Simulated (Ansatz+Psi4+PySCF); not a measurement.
Values are calculated unless marked as measured or tabulated.
```xyz
3

S     0.0000    0.0000    0.1021
H     0.0000    0.9743   -0.8171
H     0.0000   -0.9743   -0.8171
```

Basis set: cc-pVTZ on H; cc-pV(T+d)Z on S (spherical functions). Frozen core: 5 orbitals. Charge 0, multiplicity 1.

Starred EOM-CCSD(T)(a) on the restricted Hartree–Fock determinant with PySCF 2.14.0; the energies are vertical.

The solver was asked for the few lowest roots only. Give the ionization energies of singlet H2S among them whose weight of singles is over 0.7.

| root | energy (eV) | weight of singles |
| --- | --- | --- |
| 1 | 10.30 | 0.96 |
| 2 | 13.28 | 0.96 |
| 3 | 15.63 | 0.96 |

Higher main lines weren't sought.
